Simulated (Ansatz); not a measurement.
A run of Ansatz (development build ahead of 0.2.0) on singlet H2O at this shape:

```yaml
atoms:
  - { symbol: O, position_ang: [0.0000, 0.0000, 0.1275] }
  - { symbol: H, position_ang: [0.0000, 0.7790, -0.4812] }
  - { symbol: H, position_ang: [0.0000, -0.7790, -0.4812] }
```

Its results:

```yaml
Converged: yes
Reference_energy: -76.05324 hartree
Correlation_energy: -0.26380 hartree
Total_energy: -76.31705 hartree
Spin_squared_of_the_determinant: 0.000
Stability_test: minimum among restricted orbitals
Occupied_orbitals_by_symmetry_in_an_Abelian_subgroup_alpha;_beta: 3 A1 1 B1 1 B2; 3 A1 1 B1 1 B2
```

Forces (eV/Å):
```
atom     Fx      Fy      Fz
  O1  0.000   0.000  -1.530
  H2  0.000  -1.202   0.765
  H3  0.000   1.202   0.765
```

Question: Which input gives this output? Name the method, the orbitals and the basis set, and write the input.

Answer: RHF-MP2 in cc-pVTZ. An unrestricted run that stays on the closed shell gives the same numbers.

```yaml
crystal:
  periodic: [false, false, false]
  atoms:
    - { symbol: O, position_ang: [0.0, 0.0, 0.12747] }
    - { symbol: H, position_ang: [0.0, 0.779, -0.48115] }
    - { symbol: H, position_ang: [0.0, -0.779, -0.48115] }
basis:
  gaussian: { orbitals: cc-pVTZ }
hamiltonian:
  xc: hf
correlation:
  method: mp2
  frozen_orbitals: { H: 0, O: 1 }
output:
  forces: true
```
